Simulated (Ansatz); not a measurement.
Results of PBE0 (Ansatz, a program for electronic structure, PAW) for rock-salt HfN.

Settings: plane-wave cutoff 460 eV, 10×10×10 k mesh, Fermi–Dirac smearing 0.05 eV, scalar-relativistic PAW data made under PBE.

Cell (relaxed at this level):

HfN is modelled in the cubic space group Fm-3m (No. 225), the rock salt structure, Pearson symbol cF8. Cell: a = 4.521 Å, b = 4.521 Å, c = 4.521 Å, α = 90.00°, β = 90.00°, γ = 90.00°. Hf on 4a sees 6 N at 2.261 Å (octahedral). N on 4b has 6 Hf at 2.261 Å (octahedral). (Neighbours: up to the widest gap in distance over summed covalent radii, below 1.35, at either atom; cation-cation and far metal-metal contacts left out.)
(The calculation used a cell of 2 atoms; values per cell refer to that cell.)

Task: Estimate the bulk modulus that the calculation returns.

Result: 
- bulk modulus = 280 GPa

Measured, for comparison: bulk modulus 260 GPa (room temperature, not corrected to a static lattice, our sources range from 260 to 306; as tabulated in Synthesis of Binary Transition Metal Nitrides, Carbides and Borides from the …). Computed (rounded) less measured: bulk modulus not scored (sources differ).

Spin–orbit coupling is not included.

Static lattice: no zero-point or thermal effects.

It cost around 27 core-minutes (rough) of CPU time.
